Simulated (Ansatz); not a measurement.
For hcp Mo (model structure), LDA in Ansatz (PAW) gives:

- lattice parameter a: 2.718 Å
- lattice parameter c: 4.791 Å

Task: What does r²SCAN in Ansatz (PAW) give for the same quantities?

Result: 
- lattice constant a: 2.738 Å (goes up by 0.7 %)
- lattice parameter c: 4.922 Å (increases by 2.7 %)

Changes are worked out from the printed values.

Unless a cell is named, each level is at its own relaxed cell (LDA 15.33, r²SCAN 15.97 Å³/atom).

Ansatz's density-functional and Hartree–Fock values are scalar-relativistic unless marked +SOC, with PAW data made under PBE.

A model structure was made by putting elements into a prototype or built by hand; it is no filed structure, need not be a known phase, and can be a saddle point held by its symmetry.

Ansatz is a program for electronic structure.
